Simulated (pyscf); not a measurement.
## Substitution at O: Cl–Ge•(Cl)–Cl + H₂O -> HO–Ge(Cl)(Cl)–Cl + H•

Gas phase, doublet surface, charge 0. Bonds broken: O5–H6. Bonds formed: Ge2–O5. Structures and frequencies: ωB97X-D3(BJ)/def2-SVP in PySCF.

Transition state (Å):

```xyz
7

Cl    -0.4764    -0.1193     2.5818
Ge    -1.3534    -0.3358     0.6351
Cl    -1.6683    -2.4204     0.2341
Cl    -3.2401     0.6450     0.6320
O     -0.4179     0.5707    -0.7293
H     -0.3727     1.5210    -1.6858
H      0.4786     0.1965    -0.8192
```

One imaginary mode, 1766i cm⁻¹; descent along it reached the two sides named, in the forms told below.

```
bond    change  reactant side (Å)  saddle  product side
------  ------  -----------------  ------  ------------
O5–H6   breaks              0.969   1.349           3.3
Ge2–O5   forms              2.519   1.886         1.746
```

Electronic energies relative to the separated reactants (kcal/mol):

| level | barrier | reaction energy | reverse barrier |
|---|---|---|---|
| ωB97X-D3(BJ)/def2-TZVP | 36.4 | +17.7 | 18.6 |
| PBE/def2-TZVP | 28.5 | +24.5 | 4.0 |
| r²SCAN/def2-TZVP | 28.9 | +21.3 | 7.5 |
| B3LYP-D3(BJ)/def2-TZVP | 32.4 | +25.1 | 7.3 |
| PBE0-D3(BJ)/def2-TZVP | 31.8 | +20.6 | 11.2 |
| M06-2X/def2-TZVP | 35.4 | +18.2 | 17.1 |
| ωB97M-D3(BJ)/def2-TZVP | 36.8 | +21.3 | 15.5 |
| HF/def2-TZVP | 48.6 | +13.5 | 35.1 |

With ωB97M-D3(BJ)/def2-TZVP energies and thermal terms (ideal gas, 1 atm, RRHO with modes under 100 cm⁻¹ raised to 100, one conformer, R ln 2 for chiral ones without a mode under 150 cm⁻¹), in kcal/mol:

```json
[
 {"T (K)": "298", "ΔH‡": "32.3", "ΔG‡": "41.6", "ΔH": "+16.9", "ΔG": "+19.7"},
 {"T (K)": "600", "ΔH‡": "33.2", "ΔG‡": "50.7", "ΔH": "+18.3", "ΔG": "+22.0"},
 {"T (K)": "900", "ΔH‡": "34.4", "ΔG‡": "59.2", "ΔH": "+19.8", "ΔG": "+23.6"},
 {"T (K)": "1200", "ΔH‡": "35.5", "ΔG‡": "67.3", "ΔH": "+21.3", "ΔG": "+24.6"}
]
```

On the reactant side the descent ends in a complex (not fully relaxed), 7.7 kcal/mol under the separated species and 44.1 kcal/mol under the saddle at ωB97X-D3(BJ)/def2-TZVP. The same reactants have a lower exit, to HCl + HO–Ge•(Cl)–Cl (barrier +12.0 kcal/mol at ωB97M-D3(BJ)/def2-TZVP, against +36.8 kcal/mol here). This is the saddle that the search found; another between the same sides may lie lower. The angle at the attacked O is 150°. Elements up to Kr have no core potential and no relativistic terms here.
